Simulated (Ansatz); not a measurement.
**S2F+ (triplet): wave-function methods side by side, def2-TZVPP**

An exercise on one series of results from a longer session: the logs are not shown, and one member is left open.

Computed with Ansatz 0.2.0, Gaussian basis. Level: def2-TZVPP, core rule «outside noble gas», up to 11 orbitals frozen.

To be run: UHF; ROHF; CCSD(T) on UHF.

2 further runs of the same task are left out: 2 set aside as unsound or not needed.

## What is computed

The geometry is a PBE0/def2-TZVP stationary point (not a proven minimum) of the parent state, kept for this charge and spin.

3 atoms, charge 1, spin multiplicity 3.

Atoms are counted from 1 here; the program's logs count them from 0.

Bond lengths: F1–S2 1.625 Å, S2–S3 1.883 Å. Angles: F1–S2–S3 108.7°.

The first run:

in.yaml reads:

```yaml
crystal:
  periodic: [false, false, false]
  atoms:
    - {symbol: F, position_ang: [0.000000, -0.602011, 1.524080]}
    - {symbol: S, position_ang: [0.000000, 0.574572, 0.402582]}
    - {symbol: S, position_ang: [0.000000, -0.217883, -1.305595]}
basis:
  gaussian: {orbitals: def2-TZVPP}
total_charge: 1
magnetization: {spin_polarized: true, initial_magnetization: 2}
hamiltonian: {xc: hf}
output: {orbitals: {seedname: orbitals}}
```

Command:

```
ansatz run in.yaml --threads 1 --pin off --events-out ev --progress --plain --max-ram 4096MiB --backend cpu
```

Steps of the session up to this table: UHF; ROHF; CCSD(T) on UHF.

One of the session's tables, all rows but one given; the rest of the session is left out.

| method | from UCCSD(T) (meV) |
| --- | --- |
| ROHF | ? |
| UHF | +16256.3 |
| UMP2 | +1588.0 |
| UCCSD | +711.0 |
| UCCSD(T) | 0 |

**Question.** Estimate the row for ROHF.

The run gave: from UCCSD(T) (meV): +16624.8. In the column «from UCCSD(T) (meV)» it is the highest.
